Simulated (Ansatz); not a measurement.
A made-up structure of CH4NaS (charge +1), closed shell:

C1  (-0.694, 0.484, -0.224)
S2  (1.027, 0.156, 0.239)
Na3  (1.291, -2.065, 1.823)
H4  (-1.194, -0.407, -0.594)
H5  (1.548, -3.392, 3.257)
H6  (-1.192, 0.844, 0.676)
H7  (1.475, -0.285, -0.948)
(Å)

It is relaxed with PBE-D4/def2-SVP and then PBE0-D4/def2-TZVP (Ansatz 0.2.0). Atoms count as bonded within 1.22 times the sum of their covalent radii (H–H: 0.88 Å). The end point is not checked to be a true minimum.

(1) Does its bonding change? (A judgement: the text doesn't fix the answer.)

Results:

(1) The calculation gives: Yes. Formed: S2–H5; broken: S2–Na3.

Where it ends: The first stage lowers the energy by 2.63 eV in 29 steps. It ends as CH₄NaS ([CH2][SH][H][Na]), total charge +1:
```
7
angstrom
C -0.6898 0.1207 -0.0051
S 0.8672 -0.1261 0.3673
Na 2.0123 -2.6989 3.0709
H -1.2911 -0.6098 -0.5265
H 1.2606 -1.2998 1.3766
H -1.1682 0.9166 0.5491
H 1.2691 -0.9672 -0.6028
```

Labels in which every atom is bracketed show which atoms are joined, not bond orders.

For scale, one of the runs: PBE0-D4/def2-TZVP relaxation, 124 basis functions, launched by `ansatz run in.yaml --threads 2 --pin off --events-out ev --progress --plain --max-ram 4352MiB`. The run took about 22 s on 2 CPU threads of an Arm Neoverse V1 (shared host).
